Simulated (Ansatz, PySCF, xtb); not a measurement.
Breaking a bond: LiF, singlet.

Levels of theory: UKS-PBE0 = unrestricted PBE0/cc-pVDZ (Ansatz, an electronic-structure program); RCCSD(T) = Ansatz with CCSD(T) on RHF/cc-pVDZ, frozen core; GFN1-xTB (xtb); RKS-B3LYP/6-31G* = restricted B3LYP/6-31G*, spherical d (PySCF); UKS-B3LYP/LANL2DZ = unrestricted B3LYP/LANL2DZ (PySCF 2.14.0).

Energies are in kJ/mol, each relative to the lowest point of its own curve near equilibrium.

```json
[
 {"R / Å": "1.25", "UKS-PBE0": "179.2", "RCCSD(T)": "195.4", "GFN1-xTB": "[?]", "RKS-B3LYP/6-31G*": "161.9", "UKS-B3LYP/LANL2DZ": "187.5"},
 {"R / Å": "1.33", "UKS-PBE0": "86.2", "RCCSD(T)": "96.9", "GFN1-xTB": "40.2", "RKS-B3LYP/6-31G*": "74.3", "UKS-B3LYP/LANL2DZ": "94.0"},
 {"R / Å": "1.39", "UKS-PBE0": "[?]", "RCCSD(T)": "51.0", "GFN1-xTB": "16.0", "RKS-B3LYP/6-31G*": "35.2", "UKS-B3LYP/LANL2DZ": "50.3"},
 {"R / Å": "1.50", "UKS-PBE0": "[?]", "RCCSD(T)": "8.5", "GFN1-xTB": "0.0", "RKS-B3LYP/6-31G*": "2.9", "UKS-B3LYP/LANL2DZ": "9.2"},
 {"R / Å": "1.55", "UKS-PBE0": "0.5", "RCCSD(T)": "1.6", "GFN1-xTB": "0.3", "RKS-B3LYP/6-31G*": "0.0", "UKS-B3LYP/LANL2DZ": "2.0"},
 {"R / Å": "1.56", "UKS-PBE0": "0.1", "RCCSD(T)": "0.9", "GFN1-xTB": "0.8", "RKS-B3LYP/6-31G*": "0.1", "UKS-B3LYP/LANL2DZ": "1.3"},
 {"R / Å": "1.59", "UKS-PBE0": "0.0", "RCCSD(T)": "0.0", "GFN1-xTB": "2.8", "RKS-B3LYP/6-31G*": "1.3", "UKS-B3LYP/LANL2DZ": "0.0"},
 {"R / Å": "1.67", "UKS-PBE0": "6.3", "RCCSD(T)": "4.6", "GFN1-xTB": "11.8", "RKS-B3LYP/6-31G*": "10.8", "UKS-B3LYP/LANL2DZ": "3.3"},
 {"R / Å": "1.74", "UKS-PBE0": "17.5", "RCCSD(T)": "14.6", "GFN1-xTB": "22.7", "RKS-B3LYP/6-31G*": "24.2", "UKS-B3LYP/LANL2DZ": "11.8"},
 {"R / Å": "1.80", "UKS-PBE0": "29.9", "RCCSD(T)": "26.3", "GFN1-xTB": "33.3", "RKS-B3LYP/6-31G*": "[?]", "UKS-B3LYP/LANL2DZ": "21.9"},
 {"R / Å": "1.94", "UKS-PBE0": "64.6", "RCCSD(T)": "60.0", "GFN1-xTB": "60.7", "RKS-B3LYP/6-31G*": "[?]", "UKS-B3LYP/LANL2DZ": "[?]"},
 {"R / Å": "2.11", "UKS-PBE0": "111.5", "RCCSD(T)": "106.6", "GFN1-xTB": "95.7", "RKS-B3LYP/6-31G*": "123.6", "UKS-B3LYP/LANL2DZ": "92.6"},
 {"R / Å": "2.34", "UKS-PBE0": "175.4", "RCCSD(T)": "171.4", "GFN1-xTB": "142.4", "RKS-B3LYP/6-31G*": "188.6", "UKS-B3LYP/LANL2DZ": "148.8"},
 {"R / Å": "2.60", "UKS-PBE0": "243.3", "RCCSD(T)": "241.8", "GFN1-xTB": "191.9", "RKS-B3LYP/6-31G*": "256.9", "UKS-B3LYP/LANL2DZ": "208.1"},
 {"R / Å": "2.79", "UKS-PBE0": "288.6", "RCCSD(T)": "289.7", "GFN1-xTB": "225.5", "RKS-B3LYP/6-31G*": "301.9", "UKS-B3LYP/LANL2DZ": "247.3"},
 {"R / Å": "3.17", "UKS-PBE0": "364.8", "RCCSD(T)": "373.8", "GFN1-xTB": "284.1", "RKS-B3LYP/6-31G*": "377.4", "UKS-B3LYP/LANL2DZ": "314.2"},
 {"R / Å": "3.45", "UKS-PBE0": "401.7", "RCCSD(T)": "423.0", "GFN1-xTB": "319.1", "RKS-B3LYP/6-31G*": "420.8", "UKS-B3LYP/LANL2DZ": "349.9"},
 {"R / Å": "3.85", "UKS-PBE0": "436.2", "RCCSD(T)": "458.4", "GFN1-xTB": "—", "RKS-B3LYP/6-31G*": "467.1", "UKS-B3LYP/LANL2DZ": "383.7"},
 {"R / Å": "4.23", "UKS-PBE0": "456.9", "RCCSD(T)": "366.9", "GFN1-xTB": "—", "RKS-B3LYP/6-31G*": "498.3", "UKS-B3LYP/LANL2DZ": "404.8"},
 {"R / Å": "4.69", "UKS-PBE0": "472.8", "RCCSD(T)": "594.2", "GFN1-xTB": "—", "RKS-B3LYP/6-31G*": "525.5", "UKS-B3LYP/LANL2DZ": "422.1"},
 {"R / Å": "5.40", "UKS-PBE0": "487.2", "RCCSD(T)": "622.0", "GFN1-xTB": "—", "RKS-B3LYP/6-31G*": "553.9", "UKS-B3LYP/LANL2DZ": "438.8"}
]
```

Q: Fill in the missing entries.

A: 
- 1.25, GFN1-xTB: 100.2
- 1.39, UKS-PBE0: 43.6
- 1.50, UKS-PBE0: 5.8
- 1.80, RKS-B3LYP/6-31G*: 38.1
- 1.94, RKS-B3LYP/6-31G*: 75.2
- 1.94, UKS-B3LYP/LANL2DZ: 51.6

Dashes: no converged value, or the column stops at the first point that the program doubted or that broke a chosen test of continuity, which isn't proof of a fault.

The scan ran from 1.25 to 6.25 Å; beyond the distances shown full CI changes its symmetry label. The unrestricted determinant behind UKS-PBE0 is spin-contaminated at 3.17 to 5.40 Å (<S²> up to 0.7, against 0.00 for a pure singlet). The T1 diagnostic of CCSD on the restricted reference of RCCSD(T) exceeds 0.045 at 3.17 to 5.40 Å. The restricted form behind RKS-B3LYP/6-31G* keeps the bonding electrons paired and can't separate into open-shell fragments. The unrestricted determinant behind UKS-B3LYP/LANL2DZ is spin-contaminated at 3.45 to 5.40 Å (<S²> up to 0.6, against 0.00 for a pure singlet).
